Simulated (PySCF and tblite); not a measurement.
3 regioisomers of C₅H₆O:

```
isomer                                    SMILES
     A  [OH:1][C:2]1=[CH:3][CH2:4][CH:5]=[CH:6]1
     B  [OH:1][CH:2]1[CH:3]=[CH:4][CH:5]=[CH:6]1
     C  [OH:1][C:2]1=[CH:3][CH:4]=[CH:5][CH2:6]1
```

Computed spectrum of one of them (conformer average at 298.15 K; GFN2-xTB geometries, energies HF/pcSseg-1 (IEF-PCM, tetrahydrofuran), SCF tolerance 1e-06 (D3(BJ) added where defined), GIAO shieldings HF/pcSseg-1 (IEF-PCM, tetrahydrofuran), SCF tolerance 1e-06; references on GFN2-xTB geometries), in ppm: ¹H (against TMS): 7.09 (1H), 6.59 (1H), 5.50 (1H), 2.99 (2H). ¹³C (against TMS): 167.6 (1C), 150.3 (1C), 135.5 (1C), 104.7 (1C), 36.0 (1C). Of the H, only those on carbon are given.

Problem. Which isomer is it?

Solution. A. Signals are matched in order of shift, without assignment. After a straight-line scaling (slope 0.85 to 1.15) of computed carbon shifts, the largest errors are A 3.1 ppm (at 150.3), B 29.7 ppm (at 167.6), C 13.4 ppm (at 167.6). Assigned: ¹H (against TMS): 7.09 (H5, 1H), 6.59 (H6, 1H), 5.50 (H3, 1H), 2.99 (H4, 2H). ¹³C (against TMS): 167.6 (C2), 150.3 (C5), 135.5 (C6), 104.7 (C3), 36.0 (C4). For comparison, at another level (GFN2-xTB geometries, energies B3LYP/def2-SVP (IEF-PCM, methanol) (D3(BJ) added where defined), GIAO shieldings mPW1PW91/pcSseg-1 (IEF-PCM, methanol)) the isomers give: A: ¹H (against TMS): 6.91 (H5, 1H), 6.62 (H6, 1H), 5.47 (H3, 1H), 3.28 (H4, 2H). ¹³C (against TMS): 167.6 (C2), 146.6 (C5), 136.6 (C6), 106.6 (C3), 43.2 (C4). B: ¹H (against TMS): 6.77 (H3/H6, 2H), 6.64 (H4/H5, 2H), 5.16 (H2, 1H). ¹³C (against TMS): 149.4 (C3/C6), 140.0 (C4/C5), 87.1 (C2). C: ¹H (against TMS): 6.62 (H4, 1H), 5.91 (H5, 1H), 5.60 (H3, 1H), 3.17 (H6, 2H). ¹³C (against TMS): 177.2 (C2), 140.6 (C4), 126.1 (C5), 107.1 (C3), 44.0 (C6). H not on carbon is left out.

H on N, O and S are left out: they exchange, and hydrogen bonds move them by several ppm. Shifts are unscaled: against experiment ¹³C can be off by 15 ppm or more and ¹H by 0.8 ppm. The search found a single conformer for at least one isomer; other rotamers may be missing.
